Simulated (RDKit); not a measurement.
RDKit input (MMFF94):

```python
from rdkit import Chem
from rdkit.Chem import AllChem, rdDetermineBonds

mol = Chem.MolFromXYZFile('mol.xyz')
rdDetermineBonds.DetermineBonds(mol, charge=1)
print('SMILES', Chem.MolToSmiles(Chem.RemoveHs(mol)))
ff = AllChem.MMFFGetMoleculeForceField(mol, AllChem.MMFFGetMoleculeProperties(mol))
e0 = ff.CalcEnergy()
flag = ff.Minimize(maxIts=5000, forceTol=1e-5)
print(f'energy {e0:.4f} -> {ff.CalcEnergy():.4f} kcal/mol, converged: {flag == 0}')
print(Chem.MolToXYZBlock(mol))
```
mol.xyz:
```
10

C     -0.08418987     1.42741835    -0.51191986
S      0.17718637    -0.00065284     0.57178962
C     -0.09971911    -1.42697406    -0.51036667
H     -0.09015291     2.31038628     0.12496582
H      0.77169739     1.46446615    -1.18355940
H     -1.01598597     1.32490158    -1.06155473
H     -0.11528527    -2.30913124     0.12747948
H     -1.03034786    -1.31492304    -1.06011830
H      0.75571041    -1.47406314    -1.18196043
H     -1.00716386     0.00614320     1.21983281
```

Task: Which steric energies does it print, before and after the minimisation?

Result: 4.28 and 1.43 kcal/mol. They count from the force field's own zero for this bonding and are no heats of formation.
